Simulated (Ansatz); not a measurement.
# C3H3Cl: vertical ionisation energy

An exercise on one series of results from a longer session: the logs are not shown, and one member is left open.

Computed with Ansatz 0.2.0, Gaussian basis. Level: unrestricted cation, the program's frozen cores in correlated methods.

Plan: UKS PBE-D4/def2-TZVPP; UKS r2SCAN-D4/def2-TZVPP; UKS PBE0-D4/def2-TZVPP; UKS B3LYP-D4/def2-TZVPP; UKS wB97X-V/def2-TZVPP; UKS wB97M-V/def2-TZVPP; UKS B2PLYP/def2-TZVPP; UHF-CCSD(T)/def2-TZVPP; UHF-MP2/def2-QZVPP; extrapolation to the limit; then −ε(HOMO) from the neutral's earlier runs with LDA (SPW92), PBE-D4, revPBE-D4, BLYP-D4, r2SCAN-D4, B97M-V, PBE0-D4, B3LYP-D4, r2SCANh-D4, r2SCAN0-D4, HSE06-D4, BHLYP-D4, CAM-B3LYP-D4, LC-ωPBE, ωB97X-V, ωB97M-V.

### The geometry

The geometry comes from an earlier relaxation with PBE0-D4 in a triple-zeta def2 set; it is a stationary point, not always the lowest conformer.

SMILES `C=C=CCl`, 7 atoms, charge 0, spin multiplicity 1.

Atoms are counted from 1 here; the program's logs count them from 0.

Bond lengths: C1–C2 1.298 Å, C1–H5 1.086 Å, C1–H6 1.086 Å, C2–C3 1.298 Å, C3–Cl4 1.730 Å, C3–H7 1.082 Å. Angles: C2–C1–H5 121.2°, C2–C1–H6 121.2°, H5–C1–H6 117.5°, C1–C2–C3 179.2°, C2–C3–Cl4 122.9°, C2–C3–H7 123.1°, Cl4–C3–H7 114.0°.

Coordinates:

```xyz
7

C     0.49611    1.11953    0.57005
C     0.09045    0.01605    0.01946
C    -0.29848   -1.09302   -0.53053
Cl   -1.94495   -1.40026   -0.96215
H     0.82337    1.96187   -0.03191
H     0.51822    1.23510    1.64948
H     0.37659   -1.90736   -0.76001
```

The first run:

in.yaml reads:

```yaml
crystal:
  periodic: [false, false, false]
  atoms:
    - {symbol: C, position_ang: [0.496108, 1.119528, 0.570054]}
    - {symbol: C, position_ang: [0.090450, 0.016048, 0.019460]}
    - {symbol: C, position_ang: [-0.298483, -1.093022, -0.530525]}
    - {symbol: Cl, position_ang: [-1.944953, -1.400262, -0.962153]}
    - {symbol: H, position_ang: [0.823375, 1.961869, -0.031911]}
    - {symbol: H, position_ang: [0.518217, 1.235102, 1.649479]}
    - {symbol: H, position_ang: [0.376588, -1.907363, -0.760005]}
basis:
  gaussian: {orbitals: def2-TZVPP}
total_charge: 1
magnetization: {spin_polarized: true, initial_magnetization: 1}
hamiltonian: {xc: pbe, dispersion: d4}
```

Command:

```console
> ansatz run in.yaml --threads 2 --pin off --events-out ev --progress --plain --max-ram 4352MiB
```

Among the steps run: Cation, UKS PBE-D4/def2-TZVPP; Cation, UKS r2SCAN-D4/def2-TZVPP; Cation, UKS PBE0-D4/def2-TZVPP; Cation, UKS B3LYP-D4/def2-TZVPP; Cation, UKS wB97X-V/def2-TZVPP; Cation, UKS wB97M-V/def2-TZVPP; Cation, UKS B2PLYP (frozen core)/def2-TZVPP; Cation, UHF-CCSD(T)/def2-TZVPP; Cation, UHF-MP2/def2-QZVPP.

One table of the session follows, with a row left open; its other results are not shown here.

It belongs to the step «Ionisation energies side by side». Orbital estimates, from the neutral's runs:

```
  functional  −ε(HOMO) (eV)
 LDA (SPW92)           6.31
      PBE-D4           6.17
   revPBE-D4           6.11
     BLYP-D4           6.02
   r2SCAN-D4           6.39
      B97M-V           6.43
     PBE0-D4           7.36
    B3LYP-D4              ?
  r2SCANh-D4           6.83
  r2SCAN0-D4           7.50
    HSE06-D4           6.96
    BHLYP-D4           8.41
CAM-B3LYP-D4           8.67
     LC-ωPBE          10.05
     ωB97X-V           9.66
     ωB97M-V           9.53
```

Q: Estimate the row for B3LYP-D4 from the others.

Worked estimate for «−ε(HOMO) (eV)». Against the share of exact exchange, BLYP-D4 (0, 6.02), BHLYP-D4 (0.5, 8.41) give a slope of 4.78 per unit share; at 0.2 the line stands at 6.98.

As computed: −ε(HOMO) (eV): 7.13. In «−ε(HOMO) (eV)» the line misses by -0.15.
